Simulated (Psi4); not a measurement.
Reaction (SMILES): O=C=S + 4 [H][H] (H2) → C (CH4) + O (H2O) + S (H2S)
B3LYP-D3(BJ)/def2-TZVP geometries, fixed; electronic energies without zero-point terms.
Largest species:
```xyz
5

C      0.0000     0.0000     0.0000
H      0.6205     0.6269     0.6390
H     -0.6429    -0.6249     0.6185
H      0.6369    -0.6328    -0.6166
H     -0.6146     0.6308    -0.6409
```

The energy of full hydrogenation at MP2 with Psi4, in kcal/mol, split into its Hartree-Fock and correlation parts. Density fitting with the program's default auxiliary sets. Cores are frozen. No added dispersion term, no relativity. Functions are those of the species that has most.

```csv
basis,X,functions,Hartree-Fock,MP2
aug-cc-pV(D+d)Z,2,78,-77.46,-62.88
aug-cc-pV(T+d)Z,3,147,-71.72,-60.12
aug-cc-pV(Q+d)Z,4,264,-71.04,-59.49
```

Worked estimate of the basis-set limit from each neighbouring pair, with Hartree-Fock from the larger set and the correlation part extrapolated as X^-3.
Correlation parts: X = 2: 14.58, X = 3: 11.60, X = 4: 11.55.
- (2,3): (27·(11.60) - 8·(14.58))/19 = 10.35; with Hartree-Fock -71.72 the estimate is -61.37 kcal/mol.
- (3,4): (64·(11.55) - 27·(11.60))/37 = 11.51; with Hartree-Fock -71.04 the estimate is -59.53 kcal/mol.
The last two estimates differ by 1.85 kcal/mol; the largest set lies 0.04 from the last. Over the last step Hartree-Fock moves by 0.68 and the correlation part by -0.05.
